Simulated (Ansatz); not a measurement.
in.yaml

```yaml
crystal:
  periodic: [false, false, false]
  atoms:
    - {symbol: Si, position_ang: [0.000000, -0.009804, 1.076668]}
    - {symbol: P, position_ang: [0.000000, -0.032609, -0.968123]}
    - {symbol: H, position_ang: [0.000000, 1.275240, -0.250352]}
basis:
  gaussian: {orbitals: 6-31G}
magnetization: {spin_polarized: false}
correlation: {method: ccsdt_q, electrons: outside_noble_gas}
```

```sh
$ ansatz run in.yaml --threads 1 --pin off --events-out ev --progress --plain --max-ram 4096MiB --backend cpu
```

The program prints:

```
563 factors; integrals over basis functions are off by at most 4.5e-8 eV
mean field evaluation 1: about -17144.5616 eV, gradient 1.3e1 eV
mean field evaluation 2: about -17144.5666 eV, gradient 1.3e1 eV
mean field evaluation 4: about -17145.3826 eV, gradient 1.3e0 eV
mean field evaluation 8: about -17145.3957 eV, gradient 1.4e-2 eV
mean field evaluation 16: about -17145.3875 eV, gradient 3.2e-1 eV
mean field -17145.39572291 eV, -630.0816712502 hartree, gradient 1.3e-6 eV, S^2 0.000000; 0 other end points of the search recorded, 0 dependent functions left out; unrestricted orbitals would lower it
10 core orbitals not correlated: weight in the atoms' cores, before any rotation towards them, 1.000 or more for the frozen orbitals, at most 0.000 for the correlated occupied ones
reference -17145.39572291 eV, -630.0816712502 hartree; 5, 5 occupied and 13, 13 virtual orbitals, 563 factors
second order -3.03081981 eV of doubles, -0.00000000 eV of singles
cycle   1  -3.25379412 eV  change   -2.2e-1 eV  update   9.9e-2
cycle   2  -3.48275613 eV  change   -2.3e-1 eV  update   4.5e-2
cycle   3  -3.63464603 eV  change   -1.5e-1 eV  update   2.2e-2
cycle   4  -3.63009276 eV  change    4.6e-3 eV  update   6.2e-3
cycle   5  -3.62926164 eV  change    8.3e-4 eV  update   3.1e-3
cycle   6  -3.62928408 eV  change   -2.2e-5 eV  update   1.0e-3
cycle   7  -3.62889099 eV  change    3.9e-4 eV  update   4.7e-4
cycle   8  -3.62886429 eV  change    2.7e-5 eV  update   1.5e-4
cycle   9  -3.62892963 eV  change   -6.5e-5 eV  update   6.3e-5
cycle  10  -3.62891266 eV  change    1.7e-5 eV  update   2.7e-5
cycle  11  -3.62890942 eV  change    3.2e-6 eV  update   1.3e-5
cycle  12  -3.62891080 eV  change   -1.4e-6 eV  update   5.0e-6
cycle  13  -3.62891306 eV  change   -2.3e-6 eV  update   2.2e-6
cycle  14  -3.62891460 eV  change   -1.5e-6 eV  update   7.7e-7
cycle  15  -3.62891444 eV  change    1.5e-7 eV  update   3.4e-7
perturbative correction -0.01428976 eV, -0.0005251389 hartree
Total energy: -17149.03892711 eV, -630.2155565352 hartree
```

For the same geometry and basis full CI lies 2.2 meV lower.

Ran on 1 thread of AMD EPYC 7R13, shared host: 1.1 s wall, 0.19 GiB peak host memory.
